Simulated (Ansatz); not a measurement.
Eight cases of atomisation energy with Al to Br (electronic energies, kJ/mol), geometries: B3LYP-D3(BJ)/def2-TZVP. Functionals by Ansatz (an electronic-structure program) in def2-TZVPD; columns hold the difference against the high level (Ansatz, AFQMC by cisd_afqmc): A = CCSD(T)/CBS(cc-pV(T+d)Z,cc-pV(Q+d)Z) + [CCSDT(Q) - CCSD(T)]/cc-pV(D+d)Z + core + X2C; B = CCSD(T)/CBS(cc-pVTZ,cc-pVQZ) + [CCSDT(Q) - CCSD(T)]/cc-pVDZ; C = CCSD(T)/CBS(def2-TZVPP,def2-QZVPP) + [CCSDT(Q) - CCSD(T)]/def2-QZVPP + [FCI - CCSDT(Q)]/def2-SVP; D = CCSD(T)/CBS(def2-TZVPP,def2-QZVPP) + [CCSDT(Q) - CCSD(T)]/def2-SVP. The cases were drawn at random from those of this class that have a high level and all functionals, leaving out states under which another spin lies or may lie. Left out are anions, K, Ca, elements past Kr, ionisation of Li, Na and Mg, pi-pi* triplets of linear molecules and other triplets made from a closed-shell parent. Runs that doubt their state, and full CI more than 15 mEh from coupled cluster, are set aside; a case stays where another high level and all functionals remain. AFQMC serves as high level only in triple zeta or larger, with a steady walk, a bar under 0.8 kcal/mol and agreement with other high levels or trials where they ran; where none ran, an unstable determinant or (outside 3d species) a high T1 diagnostic also bars it, so strongly correlated cases are thinned. No case was kept or dropped by the size of a functional's miss. Each difference is the functional minus the high level; affinities count positive where energy is released, gaps as the second state minus the first. Open shells are spin-unrestricted; no spin-orbit coupling. Correlated methods leave the cores frozen (noble-gas shells, and filled d and f shells in the p block). Rows without X2C or -DK are non-relativistic. CBS(X,Y): correlation extrapolated as X^-3, Hartree-Fock from the larger set. A bracket is a step between two methods taken in the basis named. The functionals are non-relativistic, so their misses hold any scalar relativity. Double hybrids freeze cores in their MP2 part. '+ core + X2C': CCSD(T) terms for core correlation (cc-pwCVTZ, 1s frozen past Ne) and scalar relativity (cc-pVTZ-DK). Full CI freezes restricted core orbitals, also for open shells; the composite that ends in it estimates full CI at the basis-set limit. Where a partner has so few electrons that a lower coupled-cluster level is exact, that level stands in. The T1 diagnostic of MgO ([O]=[Mg], singlet) reaches 0.062 in the sets run. The restricted determinant of MgO ([O]=[Mg], singlet) is unstable towards broken spin symmetry in at least one set run. The spin of Cl2Ga ([Cl][Ga][Cl], doublet) was assumed, and the state is the lowest solution found for it. The spin of CH4AlO ([CH3][Al][OH], doublet) was assumed, and the state is the lowest solution found for it.

```tsv
case	level	value	PBE	wB97M-V	B2PLYP
C2H5Se (SMILES [CH2][Se]C, doublet)	B	2707.2	56.2	-2.5	-34.4
MgO (SMILES [O]=[Mg])	C	255.9	23.0	-59.9	-3.3
GaCl2 (SMILES [Cl][Ga][Cl], doublet)	D	699.3	-1.1	-15.5	-31.7
Si2H4F2 (fluoro(fluorosilyl)silane, SMILES F[SiH2][SiH2]F)	A	2706.3	-47.7	-22.2	-56.2
CCl3F (SMILES FC(Cl)(Cl)Cl)	A	1474.9	91.0	10.5	-44.1
GeHCl2 (SMILES [Cl][GeH][Cl], doublet)	D	969.4	10.6	-5.6	-30.5
CH4AlO (SMILES [CH3][Al][OH], doublet)	A	2448.0	14.3	-15.4	-41.2
CCl3 (SMILES Cl[C](Cl)Cl, doublet)	A	1026.5	88.3	9.8	-26.5
```

Over these rows, PBE: mean +29.3, mean absolute 41.5, median absolute 35.4, largest +91.0; wB97M-V: mean -12.6, mean absolute 17.7, median absolute 13.0, largest -59.9; B2PLYP: mean -33.5, mean absolute 33.5, median absolute 33.0, largest -56.2 kJ/mol. PBE lies above in 6 and below in 2 of the eight.
